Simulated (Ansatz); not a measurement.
# AlH₄ (doublet): from Hartree-Fock to the top rungs at scale of all distances = 1.110, 6-31G

How much of the correlation energy of AlH₄ (doublet) does each wave-function method recover here?

Program: Ansatz 0.2.0, Gaussian basis. Level of theory: 6-31G, core rule «outside noble gas», up to 5 orbitals frozen. These are calculated values, not measurements.

The runs, in order: UHF; CCSD(T) on ROHF; CCSD(T) on UHF; BCCD(T) on ROHF; CISD; CCSDT(Q) on ROHF; CCSDT(Q) on UHF; CISDTQ; CCSDTQ on ROHF; CCSDTQ on UHF; CASSCF and MRCISD+Q, 3 electrons in 3 orbitals; CASSCF and NEVPT2, 3 electrons in 3 orbitals; CASSCF and MRCISD+Q, 7 electrons in 8 orbitals; CASSCF and NEVPT2, 7 electrons in 8 orbitals; Full CI.

20 further runs of the same task are left out: 5 for a known fault of the program, 10 that didn't finish, 5 set aside as unsound or not needed.

**1. The geometry**

The geometry derives from a PBE0/def2-TZVP stationary point (not a proven minimum). All distances are scaled together.

5 atoms, charge 0, spin multiplicity 2.

Atoms are counted from 1 here; the program's logs count them from 0.

Bond lengths: Al1–H4 1.771 Å, Al1–H5 1.771 Å. Angles: H4–Al1–H5 120.0°.

**2. UHF**

Input file in.yaml:

```yaml
crystal:
  periodic: [false, false, false]
  atoms:
    - {symbol: Al, position_ang: [-0.066452, 0.000163, -0.147373]}
    - {symbol: H, position_ang: [0.498082, 0.002000, 2.204207]}
    - {symbol: H, position_ang: [-0.351943, -0.009886, 2.171591]}
    - {symbol: H, position_ang: [0.813964, 1.535474, -0.209565]}
    - {symbol: H, position_ang: [0.818750, -1.531944, -0.221212]}
basis:
  gaussian: {orbitals: 6-31G}
magnetization: {spin_polarized: true, initial_magnetization: 1}
hamiltonian: {xc: hf}
output: {orbitals: {seedname: orbitals}}
```

Command:

```console
ansatz run in.yaml --threads 1 --pin off --events-out ev --progress --plain --max-ram 2393MiB
```

Further steps of the session: CCSD(T) on ROHF; CCSD(T) on UHF; BCCD(T) on ROHF; CISD; CCSDT(Q) on ROHF; CCSDT(Q) on UHF; CISDTQ; CCSDTQ on ROHF; CCSDTQ on UHF; CASSCF and MRCISD+Q, 3 electrons in 3 orbitals; CASSCF and NEVPT2, 3 electrons in 3 orbitals; CASSCF and MRCISD+Q, 7 electrons in 8 orbitals; CASSCF and NEVPT2, 7 electrons in 8 orbitals; Full CI.

Before running them: what should the planned runs give, taken together? Wanted: FCI below the RHF energy; RMP2 from FCI; UMP2 from FCI; RCCSD from FCI; RCCSD(T) from FCI; UCCSD(T) from FCI; RCCSDT(Q) from FCI; UCCSDT(Q) from FCI; NEVPT2 pair from FCI.

**Answer**, as computed:

```
                         quantity                                                                                                                                        value
         FCI below the RHF energy                                                                                                                                   -2.1393 eV
                    RMP2 from FCI                                                                                                                              +16.60 kcal/mol
                    UMP2 from FCI                                                                                                                              +16.53 kcal/mol
                   RCCSD from FCI                                                                                                                               +0.81 kcal/mol
                RCCSD(T) from FCI                                                                                                                               +0.30 kcal/mol
                UCCSD(T) from FCI                                                                                                                               +0.30 kcal/mol
               RCCSDT(Q) from FCI                                                                                                                                0.00 kcal/mol
               UCCSDT(Q) from FCI                                                                                                                                0.00 kcal/mol
             NEVPT2 pair from FCI                                                                                                                              +12.79 kcal/mol
          NEVPT2 valence from FCI                                                                                                                               +3.41 kcal/mol
        MRCISD+Q valence from FCI                                                                                                                               +0.19 kcal/mol
levels within 1 kcal/mol (43 meV)  RCCSD, UCCSD, RCCSD(T), UCCSD(T), BCCD(T), RCCSDT, UCCSDT, CISDTQ, RCCSDT(Q), UCCSDT(Q), RCCSDTQ, UCCSDTQ, MRCISD valence, MRCISD+Q valence
                    T1 diagnostic                                                                                                                                        0.016
   effectively unpaired electrons                                                                                                                                         1.04
```

**Reading.** RCCSD(T) misses by +0.30 kcal/mol, 0.6 % of the correlation energy. One determinant dominates. Of the multireference levels listed MRCISD+Q valence comes nearest in total energy (+0.19 kcal/mol), which doesn't show that its space is the better one. These misses are within one basis, not against nature; the frozen cores of restricted and unrestricted runs differ, which can shift their rows.
